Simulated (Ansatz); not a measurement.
Geometry optimisation, RKS PBE0/def2-mTZVP in Ansatz 0.2.0.

The input (input.yaml):

```yaml
crystal:
  periodic: [false, false, false]
  atoms:
    - { symbol: Si, position_ang: [-1.222916, -0.237169, 0.322042] }
    - { symbol: "N", position_ang: [1.556903, 1.177021, 0.099025] }
    - { symbol: C, position_ang: [-0.451669, -1.420422, -0.630283] }
    - { symbol: H, position_ang: [1.128215, 0.314248, -0.231373] }
    - { symbol: H, position_ang: [-1.955091, 0.900459, -0.275626] }
    - { symbol: H, position_ang: [-1.172179, -0.22502, 1.801362] }
    - { symbol: H, position_ang: [1.052912, 1.964728, -0.289598] }
    - { symbol: H, position_ang: [1.489124, 1.209093, 1.108747] }
    - { symbol: H, position_ang: [0.091553, -2.249361, -0.191082] }
    - { symbol: H, position_ang: [-0.516752, -1.433676, -1.713115] }
basis:
  gaussian: { orbitals: def2-mTZVP }
hamiltonian:
  xc: pbe0
relax:
  f_tol: 0.03
  max_steps: 50
```

Run as:

```bash
$ ansatz run input.yaml --threads 2 --pin off --max-ram 3072MiB --backend cpu --events-out ev --progress --plain --runs-dir out
```

Task: Where does it end, and by what steps?

Result: The run converged. The force dipped under the threshold on the way, but the program's further checks kept it going. After 10 steps the energy has fallen by 0.129 eV; H4 moved furthest, 0.51 Å.

```tsv
step	energy less start (eV)	largest force component (eV/Å)	accepted
0	0.0000	0.282	yes
1	-0.0602	0.425	yes
2	-0.1152	0.224	yes
3	-0.1106	0.759	no
4	-0.1224	0.147	yes
5	-0.1272	0.012	yes
6	-0.1283	0.058	yes
7	-0.1283	0.048	yes
8	-0.1287	0.003	yes
9	-0.1288	0.009	yes
10	-0.1290	0.015	yes
```

```xyz
10
Properties=species:S:1:pos:R:3
Si -1.419 -0.427 0.282
N 1.903 1.517 0.146
C -0.699 -1.652 -0.660
H 1.523 0.641 -0.201
H -2.136 0.722 -0.316
H -1.370 -0.426 1.761
H 1.309 2.260 -0.206
H 1.804 1.507 1.155
H -0.176 -2.493 -0.218
H -0.739 -1.650 -1.744
```

Whether the end is a true minimum wasn't checked by a vibrational analysis.

The run took 6.4 s on 2 threads of AMD EPYC 9R45 96-Core Processor (Zen 5) (shared host), peak memory 0.16 GiB.
